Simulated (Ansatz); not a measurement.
in.yaml

```yaml
crystal:
  periodic: [false, false, false]
  atoms:
    - {symbol: Ge, position_ang: [-0.000006, 0.261120, 2.312170]}
    - {symbol: Si, position_ang: [-0.000010, 0.377396, -1.032021]}
    - {symbol: N, position_ang: [0.000040, 0.221404, 0.601446]}
    - {symbol: H, position_ang: [-0.000024, -0.859920, -1.881595]}
basis:
  gaussian: {orbitals: cc-pVDZ}
magnetization: {spin_polarized: true, initial_magnetization: 4}
correlation: {method: ccsd_t, electrons: outside_noble_gas}
```

```sh
$ ansatz run in.yaml --threads 1 --pin off --events-out ev --progress --plain --max-ram 2393MiB
```

Output:

```
692 factors; integrals over basis functions are off by at most 1.3e-3 eV
mean field evaluation 1: about -65823.9619 eV, gradient 2.0e1 eV
mean field evaluation 2: about -65823.9688 eV, gradient 2.0e1 eV
mean field evaluation 4: about -65826.7051 eV, gradient 3.7e0 eV
mean field evaluation 8: about -65827.3092 eV, gradient 1.2e0 eV
mean field evaluation 16: about -65827.6016 eV, gradient 1.2e-2 eV
mean field evaluation 32: about -65827.5914 eV, gradient 1.5e-1 eV
mean field evaluation 64: about -65827.9972 eV, gradient 9.3e-2 eV
mean field evaluation 96: about -65827.9418 eV, gradient 8.1e-2 eV
mean field evaluation 128: about -65827.9483 eV, gradient 7.0e-1 eV
mean field evaluation 160: about -65827.8299 eV, gradient 2.3e0 eV
...
mean field evaluation 544: about -65825.2488 eV, gradient 5.4e-3 eV
mean field evaluation 576: about -65823.5461 eV, gradient 2.9e0 eV
mean field evaluation 608: about -65823.1972 eV, gradient 2.1e-1 eV
mean field evaluation 640: about -65823.0724 eV, gradient 9.7e0 eV
mean field evaluation 672: about -65823.8523 eV, gradient 3.0e-1 eV
mean field evaluation 704: about -65823.0184 eV, gradient 3.9e0 eV
mean field evaluation 736: about -65823.4771 eV, gradient 1.7e-3 eV
mean field evaluation 768: about -65822.9585 eV, gradient 2.0e0 eV
mean field evaluation 800: about -65827.6017 eV, gradient 2.3e-6 eV
mean field -65827.99805827 eV, -2419.1343088218 hartree, gradient 2.6e-6 eV, S^2 6.026879; 24 other end points of the search recorded, 0 dependent functions left out
determinant -65827.99805827 eV, -2419.1343088218 hartree, with singles and doubles -65835.57088244 eV, -2419.4126049770 hartree
determinant -65827.92033653 eV, -2419.1314526005 hartree, with singles and doubles -65835.38641728 eV, -2419.4058260075 hartree
determinant -65827.68765428 eV, -2419.1229016854 hartree, with singles and doubles -65835.23666534 eV, -2419.4003227252 hartree
determinant -65827.60165004 eV, -2419.1197410881 hartree, with singles and doubles -65835.71522184 eV, -2419.4179093522 hartree
determinant -65827.52899674 eV, -2419.1170711284 hartree, with singles and doubles -65835.01425593 eV, -2419.3921493302 hartree
determinant -65827.12537697 eV, -2419.1022383754 hartree, with singles and doubles -65835.66537420 eV, -2419.4160774852 hartree
determinant -65826.39144074 eV, -2419.0752667166 hartree, with singles and doubles -65834.69962181 eV, -2419.3805867395 hartree
determinant -65825.48382532 eV, -2419.0419124651 hartree, with singles and doubles -65832.98312955 eV, -2419.3175068125 hartree
determinant -65825.24881968 eV, -2419.0332761672 hartree, with singles and doubles -65833.32862263 eV, -2419.3302034490 hartree
determinant -65824.97569664 eV, -2419.0232390805 hartree, with singles and doubles -65832.88158435 eV, -2419.3137750949 hartree
determinant -65827.99805827 eV, -2419.1343088218 hartree, with singles and doubles -65835.61528508 eV, -2419.4142367440 hartree
determinant -65827.92033653 eV, -2419.1314526005 hartree, with singles and doubles -65835.39130176 eV, -2419.4060055086 hartree
determinant -65827.68765428 eV, -2419.1229016854 hartree, with singles and doubles -65835.23768581 eV, -2419.4003602266 hartree
determinant -65827.60165004 eV, -2419.1197410881 hartree, with singles and doubles -65835.74328477 eV, -2419.4189406457 hartree
determinant -65827.12537697 eV, -2419.1022383754 hartree, with singles and doubles -65835.69516553 eV, -2419.4171722962 hartree
20 core orbitals not correlated: weight in the atoms' cores, before any rotation towards them, 0.996 or more for the frozen orbitals, at most 0.003 for the correlated occupied ones
reference -65827.60165004 eV, -2419.1197410881 hartree; 9, 5 occupied and 35, 39 virtual orbitals, 692 factors
second order -7.08776319 eV of doubles, -0.00000000 eV of singles
cycle   1  -8.14163315 eV  change    1.6e-6 eV  update   3.6e-6
perturbative correction -0.38725924 eV, -0.0142315146 hartree
Total energy: -65836.13054244 eV, -2419.4331721025 hartree
```

The determinant lies 0.40 eV above the lowest one of its kind in the log. Its ⟨S²⟩ is 6.33 against 6.00 for a pure state. The T1 diagnostic is 0.066.

Ran on 1 thread of Arm Neoverse V1, shared host: 50 s wall, 0.24 GiB peak host memory.
